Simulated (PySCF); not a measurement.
Molecule: Fluorocyanoacetylene (C(#CC#N)F, C3FN).

Atom-mapped SMILES (the numbers label the heavy atoms): `[N:1]#[C:2][C:3]#[C:4][F:5]`.

Spin–spin couplings on one PBE0-D3(BJ)/def2-SVP geometry, PySCF, gas phase, non-relativistic, equivalent pairs averaged; isotopes 13C, 19F, 15N; basis pcJ-1.

Problem. How do the couplings (Hz) change with the functional? Times are CPU seconds on shared hosts with different chips, so compare them loosely.

Solution. 
```
functional  functions  1J(C4,F5)  1J(C3,C4)  1J(C2,C3)  1J(N1,C2)  2J(C2,C4)  2J(C3,F5)  2J(N1,C3)  core-s
       LDA        135     -413.2      298.8      158.3       -9.9       28.0       23.5        4.0     4.8
       PBE        135     -436.5      317.4      172.8      -12.3       28.5       29.9        5.2     6.8
       KT2        135     -483.5      301.1      158.3       -4.5       25.7       11.4        7.3     7.4
     B3LYP        135     -413.8      338.9      193.8      -22.0       27.3       49.8        5.5     6.5
      PBE0        135     -420.1      333.3      188.7      -21.0       24.5       53.7        6.0     6.7
     B97-2        135     -400.3      325.8      185.3      -20.0       24.4       41.8        6.3     6.5
 BHandHLYP        135     -398.9      370.9      223.4      -37.4       16.2       94.8       10.0       7
 CAM-B3LYP        135     -413.0      341.4      195.4      -25.1       26.1       61.1        5.4     8.5
``` Left out for a near triplet instability: HF/pcJ-1.
